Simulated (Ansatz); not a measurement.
in.yaml

```yaml
crystal:
  periodic: [false, false, false]
  atoms:
    - {symbol: B, position_ang: [-1.396574, 0.000000, 0.000000]}
    - {symbol: H, position_ang: [-1.993307, 1.033571, 0.000000]}
    - {symbol: H, position_ang: [-1.993307, -1.033571, 0.000000]}
    - {symbol: H, position_ang: [-0.286574, 0.000000, 0.000000]}
    - {symbol: F, position_ang: [1.021426, 0.000000, 0.000000]}
basis:
  gaussian: {orbitals: cc-pVDZ}
magnetization: {spin_polarized: true, initial_magnetization: 1}
correlation: {method: ccsd_t, electrons: outside_noble_gas}
```

```sh
$ ansatz run in.yaml --threads 1 --pin off --events-out ev --progress --plain --max-ram 2393MiB
```

Question: Roughly how long does this take on 1 thread of Arm Neoverse V2, shared host, and how much host memory?

Answer: 2 s wall and 0.11 GiB.

```
386 factors; integrals over basis functions are off by at most 1.1e-3 eV
mean field evaluation 1: about -3417.7463 eV, gradient 2.0e1 eV
mean field evaluation 2: about -3417.7705 eV, gradient 2.0e1 eV
mean field evaluation 4: about -3420.6468 eV, gradient 4.6e0 eV
mean field evaluation 8: about -3421.2385 eV, gradient 4.7e-1 eV
mean field evaluation 16: about -3421.2433 eV, gradient 9.7e-7 eV
mean field evaluation 32: about -3419.8112 eV, gradient 3.1e-5 eV
mean field evaluation 64: about -3417.5118 eV, gradient 2.0e1 eV
mean field evaluation 96: about -3419.8260 eV, gradient 7.1e-1 eV
mean field evaluation 128: about -3419.8334 eV, gradient 3.8e-3 eV
mean field evaluation 160: about -3419.8195 eV, gradient 1.1e0 eV
mean field evaluation 192: about -3421.2433 eV, gradient 4.3e-3 eV
mean field evaluation 224: about -3415.4629 eV, gradient 5.8e-4 eV
mean field evaluation 256: about -3420.9888 eV, gradient 3.3e0 eV
mean field evaluation 288: about -3414.4292 eV, gradient 9.0e-1 eV
mean field -3421.24330767 eV, -125.7283725550 hartree, gradient 9.7e-7 eV, S^2 0.764546; 12 other end points of the search recorded, 0 dependent functions left out
determinant -3421.24330767 eV, -125.7283725550 hartree, with singles and doubles -3429.16546910 eV, -126.0195066177 hartree
determinant -3419.83343017 eV, -125.6765605124 hartree, with singles and doubles -3427.29567524 eV, -125.9507929606 hartree
determinant -3419.81124162 eV, -125.6757450983 hartree, with singles and doubles -3427.27135095 eV, -125.9498990595 hartree
2 core orbitals not correlated: weight in the atoms' cores, before any rotation towards them, 1.000 or more for the frozen orbitals, at most 0.000 for the correlated occupied ones
reference -3421.24330767 eV, -125.7283725550 hartree; 7, 6 occupied and 34, 35 virtual orbitals, 386 factors
second order -6.94241555 eV of doubles, -0.00000000 eV of singles
cycle   1  -7.92246667 eV  change   -3.1e-4 eV  update   1.2e-3
cycle   2  -7.92304084 eV  change   -5.7e-4 eV  update   7.7e-4
cycle   3  -7.92325396 eV  change   -2.1e-4 eV  update   4.8e-4
cycle   4  -7.92339268 eV  change   -1.4e-4 eV  update   2.0e-4
cycle   5  -7.92375994 eV  change   -3.7e-4 eV  update   7.5e-5
cycle   6  -7.92388741 eV  change   -1.3e-4 eV  update   2.0e-5
cycle   7  -7.92390234 eV  change   -1.5e-5 eV  update   8.4e-6
perturbative correction -0.10971949 eV, -0.0040321169 hartree
Total energy: -3429.27692950 eV, -126.0236027118 hartree
```

For the same geometry and basis UCCSDT(Q) lies 29.3 meV lower.
